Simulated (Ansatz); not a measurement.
Dissociation curve of LiH, singlet.

Level of theory: full CI/def2-SVP, frozen core run with Ansatz (a quantum-chemistry and plane-wave program).

Question: Relative to R = 1.60 Å, what are the energies at R = 1.51, 3.92, 4.35, 5.53 Å?

Answer: 3.1 kJ/mol at 1.51 Å, 200.3 kJ/mol at 3.92 Å, 207.0 kJ/mol at 4.35 Å, 211.6 kJ/mol at 5.53 Å.
